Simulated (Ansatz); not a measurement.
Species: CH₂Cl₂, SMILES `ClCCl` (charge 0, multiplicity 1), formula CH2Cl2.

Q: How many basis functions does frozen-core CCSD(T)/cc-pVTZ // PBE0-D4/def2-TZVP run with Ansatz (an electronic-structure program) use, how many core orbitals are frozen, and how many electrons are correlated?

A: 126 basis functions and 11 frozen orbitals, which leaves 20 correlated electrons. Core time is of the order of seconds.
